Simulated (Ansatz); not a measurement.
**BClH₄N+: an energy map over bond length N1–H5 and angle H4–N1–H5**

How does the energy of BClH₄N, SMILES [NH3+]BCl, charge +1 change over two coordinates at once? A grid of runs gives the map.

Computed with Ansatz 0.2.0. Level: RKS BHLYP-D4/def2-TZVP.

### Step 1. The system as given

SMILES `[NH3+]BCl`, 7 atoms, charge 1, spin multiplicity 1.

Atoms are counted from 1 here; the program's logs count them from 0.

Bond lengths: N1–B2 1.564 Å, N1–H4 1.041 Å, N1–H5 1.041 Å, N1–H6 1.038 Å, B2–Cl3 1.697 Å, B2–H7 1.203 Å. Angles: B2–N1–H4 110.3°, B2–N1–H5 110.3°, B2–N1–H6 114.5°, H4–N1–H5 105.2°, H4–N1–H6 108.1°, H5–N1–H6 108.0°, N1–B2–Cl3 117.8°, N1–B2–H7 115.7°, Cl3–B2–H7 126.5°.

Coordinates:

```xyz
7
BClH4N
N    -0.5045    0.4973    0.0027
B     0.5657   -0.6336   -0.1460
Cl    1.5720   -0.9505    1.1834
H    -1.4575    0.1186   -0.1759
H    -0.3605    1.2281   -0.7246
H    -0.5117    0.9639    0.9303
H     0.5906   -1.1913   -1.2118
```

This geometry comes from a loose relaxation at PBE in a small basis, which is not shown.

### Step 2. Geometry optimisation

input.yaml reads:

```yaml
crystal:
  periodic: [false, false, false]
  atoms:
    - { symbol: "N", position_ang: [-0.504508, 0.497305, 0.002677] }
    - { symbol: B, position_ang: [0.565677, -0.633571, -0.14597] }
    - { symbol: Cl, position_ang: [1.571966, -0.950465, 1.183355] }
    - { symbol: H, position_ang: [-1.457509, 0.118639, -0.175909] }
    - { symbol: H, position_ang: [-0.360489, 1.228069, -0.724568] }
    - { symbol: H, position_ang: [-0.511685, 0.963851, 0.930322] }
    - { symbol: H, position_ang: [0.590628, -1.191327, -1.211767] }
total_charge: 1
basis:
  gaussian: { orbitals: def2-TZVP }
hamiltonian:
  xc: { name: BHLYP }
  dispersion: d4
output:
  forces: true
relax:
  f_tol: 0.003
  max_steps: 120
```

Launch:

```bash
> ansatz run input.yaml --threads 1 --pin off --max-ram 2560MiB --backend cpu --events-out ev --progress --plain --runs-dir out
```

The program printed, shortened:

```text
Warning: RAYON_NUM_THREADS=1 ignored (pool sized by the plan → 1); use --threads N
[...]
Functional definition: BHLYP
[...]
843 factors; their error is unknown
[...]
mean field -14748.46024587 eV, -541.9959171702 hartree, gradient 2.6e-5 eV, S^2 0.000000; 0 other end points of the search recorded, 0 dependent functions left out
[...]
reference -14748.46038995 eV, -541.9959224653 hartree; 16, 16 occupied and 107, 107 virtual orbitals, 843 factors
relax step   1: F+E_penalty+E_count = -14748.55590362 eV  Δ(F+E_penalty+E_count) = +0.000e0 eV  max|allowed force component| = 8.345e-1 eV/Å  Δτ_max = 0.0000 Å  (28 SCF iters, accepted)
[...]
relax step   5: F+E_penalty+E_count = -14748.60954574 eV  Δ(F+E_penalty+E_count) = -1.497e-4 eV  max|allowed force component| = 5.647e-3 eV/Å  Δτ_max = 0.0032 Å  (33 SCF iters, accepted)
[...]
relax step   6: F+E_penalty+E_count = -14748.60954734 eV  Δ(F+E_penalty+E_count) = -1.599e-6 eV  max|allowed force component| = 4.483e-4 eV/Å  Δτ_max = 0.0007 Å  (33 SCF iters, accepted)
843 factors; their error is unknown
[...]
mean field -14748.51317445 eV, -541.9978622598 hartree, gradient 1.1e-5 eV, S^2 0.000000; 1 other end points of the search recorded, 0 dependent functions left out
[...]
reference -14748.51331663 eV, -541.9978674847 hartree; 16, 16 occupied and 107, 107 virtual orbitals, 843 factors
Total energy: -14748.60968952 eV, -542.0014091232 hartree
Atom 0 at    -0.502159     0.492211    -0.004385 Å, force     0.000044    -0.000266    -0.000448 eV/Å
Atom 1 at     0.558091    -0.625788    -0.151417 Å, force     0.000042     0.000150     0.000390 eV/Å
Atom 2 at     1.548537    -0.937802     1.173491 Å, force     0.000125    -0.000277    -0.000155 eV/Å
Atom 3 at    -1.436892     0.123034    -0.168643 Å, force    -0.000042     0.000259     0.000202 eV/Å
Atom 4 at    -0.363210     1.212291    -0.710936 Å, force    -0.000208     0.000094     0.000215 eV/Å
Atom 5 at    -0.494577     0.938881     0.907511 Å, force    -0.000147     0.000129    -0.000207 eV/Å
Atom 6 at     0.584291    -1.170326    -1.187481 Å, force     0.000186    -0.000090     0.000005 eV/Å
Dipole moment:    -1.023292     0.748841    -0.517613 e Å
```

Wall time 41 s (1 thread of Arm Neoverse N1, shared host); peak memory 0.2 GiB.

Step by step:

```csv
step,energy from step 1 (eV),largest force component (eV/Å)
1,0.0000,0.8345
2,-0.0494,0.2317
3,-0.0521,0.1350
4,-0.0535,0.0532
5,-0.0536,0.0056
6,-0.0536,0.0004
```

Distances of close pairs at the start and the end, largest changes first:

```csv
bond,before (Å),after (Å),change (Å)
B2–H7,1.203,1.171,-0.032
N1–H6,1.038,1.015,-0.023
N1–H5,1.041,1.018,-0.023
N1–H4,1.041,1.018,-0.023
N1–B2,1.564,1.548,-0.016
B2–Cl3,1.697,1.683,-0.014
```

### Step 3. Setting up the map

First coordinate, bond length N1–H5: 15 values from 0.855 to 1.324 Å. Second coordinate, angle H4–N1–H5: 15 values from 60.6 to 150.6 °.

Nothing else is relaxed (all other coordinates rigid). Energies count from the relaxed molecule at the same level.

Below, 3 of the grid's runs; all are launched alike.

### Step 4. The run at bond length N1–H5 = 0.889 Å, angle H4–N1–H5 = 67.1°

input.yaml reads:

```yaml
crystal:
  periodic: [false, false, false]
  atoms:
    - { symbol: "N", position_ang: [-0.502159, 0.492211, -0.004385] }
    - { symbol: B, position_ang: [0.558091, -0.625788, -0.151417] }
    - { symbol: Cl, position_ang: [1.548537, -0.937802, 1.173491] }
    - { symbol: H, position_ang: [-1.306438, 0.605005, -0.618723] }
    - { symbol: H, position_ang: [-0.380859, 1.120827, -0.621191] }
    - { symbol: H, position_ang: [-0.494577, 0.938881, 0.907511] }
    - { symbol: H, position_ang: [0.584291, -1.170326, -1.187481] }
total_charge: 1
basis:
  gaussian: { orbitals: def2-TZVP }
hamiltonian:
  xc: { name: BHLYP }
  dispersion: d4
output:
  forces: true
```

Launch:

```bash
> ansatz run input.yaml --threads 1 --pin off --max-ram 2560MiB --backend cpu --events-out ev --progress --plain --runs-dir out
```

The program printed, shortened:

```text
Warning: RAYON_NUM_THREADS=1 ignored (pool sized by the plan → 1); use --threads N
[...]
[... 1 set-up line as earlier in the session ...]
[...]
843 factors; their error is unknown
[...]
mean field -14746.58474687 eV, -541.9269938533 hartree, gradient 2.8e-5 eV, S^2 0.000000; 0 other end points of the search recorded, 0 dependent functions left out
[...]
reference -14746.58488841 eV, -541.9269990548 hartree; 16, 16 occupied and 107, 107 virtual orbitals, 843 factors
Total energy: -14746.68071099 eV, -541.9305204698 hartree
Atom 0 at    -0.502159     0.492211    -0.004385 Å, force    -0.472005    -4.672917     4.279047 eV/Å
Atom 1 at     0.558091    -0.625788    -0.151417 Å, force    -0.673158    -0.185413    -0.301207 eV/Å
Atom 2 at     1.548537    -0.937802     1.173491 Å, force    -0.101634     0.125870    -0.006249 eV/Å
Atom 3 at    -1.306438     0.605005    -0.618723 Å, force    -3.049311    -2.778388     1.480079 eV/Å
Atom 4 at    -0.380859     1.120827    -0.621191 Å, force     5.114159     7.503063    -5.305575 eV/Å
Atom 5 at    -0.494577     0.938881     0.907511 Å, force    -0.886120    -0.041839    -0.124576 eV/Å
Atom 6 at     0.584291    -1.170326    -1.187481 Å, force     0.068069     0.049625    -0.021519 eV/Å
Dipole moment:    -0.992726     0.851800    -0.610584 e Å
```

It took 5.3 s on 1 thread of Arm Neoverse N1, shared host; peak memory 0.19 GiB.

Energy on the map's scale: 1.93 eV.

### Step 5. The run at bond length N1–H5 = 1.056 Å, angle H4–N1–H5 = 86.4°

input.yaml: that of step 4 with these lines changed.

```diff
@@ -6,4 +6,4 @@
     - { symbol: Cl, position_ang: [1.548537, -0.937802, 1.173491] }
-    - { symbol: H, position_ang: [-1.306438, 0.605005, -0.618723] }
-    - { symbol: H, position_ang: [-0.380859, 1.120827, -0.621191] }
+    - { symbol: H, position_ang: [-1.42338, 0.35606, -0.416468] }
+    - { symbol: H, position_ang: [-0.358073, 1.238914, -0.737058] }
     - { symbol: H, position_ang: [-0.494577, 0.938881, 0.907511] }
```

Launch:

```bash
> ansatz run input.yaml --threads 1 --pin off --max-ram 2560MiB --backend cpu --events-out ev --progress --plain --runs-dir out
```

The program printed, shortened:

```text
Warning: RAYON_NUM_THREADS=1 ignored (pool sized by the plan → 1); use --threads N
[...]
[... 1 set-up line as earlier in the session ...]
[...]
843 factors; their error is unknown
[...]
mean field -14748.18605124 eV, -541.9858407034 hartree, gradient 6.0e-5 eV, S^2 0.000000; 0 other end points of the search recorded, 0 dependent functions left out
[...]
reference -14748.18619400 eV, -541.9858459497 hartree; 16, 16 occupied and 107, 107 virtual orbitals, 843 factors
Total energy: -14748.28184660 eV, -541.9893611180 hartree
Atom 0 at    -0.502159     0.492211    -0.004385 Å, force     0.292783     1.692280    -2.074501 eV/Å
Atom 1 at     0.558091    -0.625788    -0.151417 Å, force    -0.414675    -0.062278    -0.183184 eV/Å
Atom 2 at     1.548537    -0.937802     1.173491 Å, force    -0.035392     0.076371    -0.001371 eV/Å
Atom 3 at    -1.423380     0.356060    -0.416468 Å, force    -0.554435    -1.255301     1.178067 eV/Å
Atom 4 at    -0.358073     1.238914    -0.737058 Å, force     1.184902    -0.426038     1.164328 eV/Å
Atom 5 at    -0.494577     0.938881     0.907511 Å, force    -0.505387    -0.034093    -0.079454 eV/Å
Atom 6 at     0.584291    -1.170326    -1.187481 Å, force     0.032204     0.009060    -0.003884 eV/Å
Dipole moment:    -1.024734     0.814664    -0.585252 e Å
```

Wall time 5.3 s (1 thread of Arm Neoverse N1, shared host); peak memory 0.19 GiB.

That is 0.33 eV from the zero.

### Step 6. The run at bond length N1–H5 = 1.023 Å, angle H4–N1–H5 = 105.6°

input.yaml: that of step 5 with these lines changed.

```diff
@@ -6,4 +6,4 @@
     - { symbol: Cl, position_ang: [1.548537, -0.937802, 1.173491] }
-    - { symbol: H, position_ang: [-1.42338, 0.35606, -0.416468] }
-    - { symbol: H, position_ang: [-0.358073, 1.238914, -0.737058] }
+    - { symbol: H, position_ang: [-1.436984, 0.123542, -0.169257] }
+    - { symbol: H, position_ang: [-0.362576, 1.215579, -0.714162] }
     - { symbol: H, position_ang: [-0.494577, 0.938881, 0.907511] }
```

Launch:

```bash
> ansatz run input.yaml --threads 1 --pin off --max-ram 2560MiB --backend cpu --events-out ev --progress --plain --runs-dir out
```

The program printed, shortened:

```text
Warning: RAYON_NUM_THREADS=1 ignored (pool sized by the plan → 1); use --threads N
[...]
[... 1 set-up line as earlier in the session ...]
[...]
843 factors; their error is unknown
[...]
mean field -14748.51274508 eV, -541.9978464806 hartree, gradient 6.4e-5 eV, S^2 0.000000; 0 other end points of the search recorded, 0 dependent functions left out
[...]
reference -14748.51288734 eV, -541.9978517087 hartree; 16, 16 occupied and 107, 107 virtual orbitals, 843 factors
Total energy: -14748.60923245 eV, -542.0013923261 hartree
Atom 0 at    -0.502159     0.492211    -0.004385 Å, force     0.027992     0.129585    -0.133120 eV/Å
Atom 1 at     0.558091    -0.625788    -0.151417 Å, force    -0.003329     0.004341    -0.002481 eV/Å
Atom 2 at     1.548537    -0.937802     1.173491 Å, force     0.000521    -0.000091     0.000566 eV/Å
Atom 3 at    -1.436984     0.123542    -0.169257 Å, force     0.000770     0.001088     0.000218 eV/Å
Atom 4 at    -0.362576     1.215579    -0.714162 Å, force    -0.025267    -0.137008     0.137428 eV/Å
Atom 5 at    -0.494577     0.938881     0.907511 Å, force    -0.000958     0.002784    -0.002820 eV/Å
Atom 6 at     0.584291    -1.170326    -1.187481 Å, force     0.000271    -0.000699     0.000209 eV/Å
Dipole moment:    -1.023308     0.750202    -0.518831 e Å
```

Run time: 5.3 s. Hardware: 1 thread of Arm Neoverse N1, shared host; peak memory 0.19 GiB.

On the map this point reads 0.0005 eV.

### Step 7. The map

225 points were computed. Energies in eV, from the relaxed molecule at the same level:

```csv
"angle H4–N1–H5 (°) ↓, bond length N1–H5 (Å) →",0.855,0.889,0.922,0.956,0.989,1.023,1.056,1.090,1.123,1.157,1.190,1.223,1.257,1.290,1.324
150.6,2.36,2.02,1.80,1.66,1.60,1.59,1.62,1.70,1.80,1.94,2.08,2.24,2.41,2.59,2.78
144.2,1.96,1.63,1.41,1.27,1.20,1.19,1.23,1.30,1.41,1.54,1.68,1.84,2.02,2.20,2.39
137.8,1.62,1.28,1.06,0.92,0.85,0.84,0.88,0.96,1.06,1.19,1.34,1.50,1.67,1.85,2.04
131.4,1.33,0.99,0.76,0.62,0.56,0.55,0.58,0.66,0.76,0.89,1.04,1.20,1.38,1.55,1.74
124.9,1.09,0.75,0.53,0.39,0.32,0.31,0.35,0.42,0.52,0.65,0.80,0.96,1.13,1.31,1.50
118.5,0.93,0.59,0.37,0.22,0.15,0.14,0.17,0.25,0.35,0.48,0.62,0.78,0.95,1.13,1.32
112.1,0.84,0.50,0.27,0.12,0.05,0.04,0.07,0.14,0.24,0.36,0.50,0.66,0.83,1.01,1.19
105.6,0.82,0.48,0.25,0.10,0.02,0.00,0.03,0.10,0.19,0.31,0.45,0.60,0.77,0.95,1.13
99.2,0.88,0.53,0.29,0.14,0.06,0.04,0.06,0.12,0.21,0.33,0.46,0.61,0.78,0.95,1.13
92.8,1.01,0.65,0.41,0.25,0.17,0.14,0.16,0.22,0.30,0.41,0.54,0.69,0.85,1.01,1.18
86.4,1.22,0.86,0.61,0.44,0.35,0.32,0.33,0.38,0.46,0.56,0.69,0.82,0.98,1.13,1.30
79.9,1.51,1.14,0.88,0.71,0.61,0.57,0.57,0.61,0.68,0.78,0.90,1.03,1.17,1.32,1.48
73.5,1.87,1.49,1.23,1.05,0.94,0.89,0.88,0.91,0.98,1.06,1.17,1.29,1.42,1.57,1.72
67.1,2.32,1.93,1.66,1.46,1.35,1.28,1.26,1.28,1.33,1.41,1.50,1.61,1.74,1.87,2.01
60.6,2.86,2.46,2.18,1.97,1.84,1.76,1.73,1.73,1.77,1.83,1.91,2.01,2.11,2.23,2.36
```

The largest force on an atom (eV/Å) at each point:

```
angle H4–N1–H5 (°) ↓, bond length N1–H5 (Å) →  0.855  0.889  0.922  0.956  0.989  1.023  1.056  1.090  1.123  1.157  1.190  1.223  1.257  1.290  1.324
                                        150.6   14.9   11.4    8.8    6.6    5.1    4.0    3.7    3.7    4.0    4.6    5.0    5.3    5.5    5.7    5.8
                                        144.2   14.7   11.2    8.5    6.4    4.8    3.6    3.3    3.3    4.0    4.5    4.9    5.3    5.5    5.7    5.8
                                        137.8   14.4   10.9    8.2    6.0    4.3    3.1    2.9    3.2    3.9    4.5    4.9    5.2    5.5    5.7    5.8
                                        131.4   14.0   10.5    7.7    5.5    3.8    2.5    2.3    3.1    3.8    4.4    4.8    5.2    5.4    5.6    5.7
                                        124.9   13.5    9.9    7.2    4.9    3.1    1.8    2.0    2.9    3.7    4.3    4.7    5.1    5.4    5.6    5.7
                                        118.5   12.9    9.4    6.6    4.3    2.5    1.2    1.8    2.8    3.5    4.2    4.6    5.0    5.3    5.5    5.6
                                        112.1   12.3    8.8    6.0    3.7    1.9    0.6    1.6    2.6    3.4    4.0    4.5    4.9    5.2    5.4    5.6
                                        105.6   12.1    8.5    5.6    3.3    1.4    0.2    1.4    2.5    3.3    3.9    4.4    4.8    5.1    5.3    5.5
                                         99.2   12.2    8.6    5.8    3.4    1.6    0.7    1.9    2.8    3.5    4.0    4.5    4.7    5.0    5.2    5.4
                                         92.8   12.4    8.8    6.0    3.7    2.0    1.2    2.3    3.2    3.9    4.5    4.9    5.2    5.4    5.5    5.5
                                         86.4   12.7    9.1    6.4    4.1    2.4    1.9    2.7    3.6    4.3    4.8    5.2    5.5    5.7    5.8    5.8
                                         79.9   13.0    9.5    6.8    4.6    3.0    2.5    2.9    3.8    4.5    5.0    5.4    5.7    5.9    6.0    6.0
                                         73.5   13.4    9.9    7.3    5.2    3.7    3.2    3.1    3.9    4.6    5.1    5.5    5.7    5.9    6.0    6.1
                                         67.1   13.9   10.5    7.9    5.8    4.4    3.9    3.8    3.8    4.4    5.0    5.3    5.6    5.8    5.9    6.0
                                         60.6   14.6   11.3    8.7    6.7    5.3    4.7    4.5    4.4    4.2    4.6    5.0    5.3    5.5    5.6    5.6
```

### Step 8. What came out

| quantity | value |
| --- | --- |
| lowest point | bond length N1–H5 = 1.023 Å, angle H4–N1–H5 = 105.6°, 0.0005 eV |
| highest computed point | bond length N1–H5 = 0.855 Å, angle H4–N1–H5 = 60.6°, 2.86 eV above the lowest |
| largest force on an atom (eV/Å) | 0.2 at bond length N1–H5 = 1.023 Å, angle H4–N1–H5 = 105.6° to 14.9 at bond length N1–H5 = 0.855 Å, angle H4–N1–H5 = 150.6°; 0.2 at the lowest point |
| time for the whole task | 21 min on 1 thread, shared host |

In words: The lowest computed point is at bond length N1–H5 = 1.023 Å, angle H4–N1–H5 = 105.6°, 0.0005 eV from the relaxed molecule at the same level. The grid is coarse, so the lowest point of the scanned range may lie between grid points; coordinates that were held can hide deeper minima. No other kind of well shows on this grid. The highest computed point, bond length N1–H5 = 0.855 Å, angle H4–N1–H5 = 60.6°, lies 2.86 eV above the lowest. Round the minimum the two coordinates are nearly uncoupled.
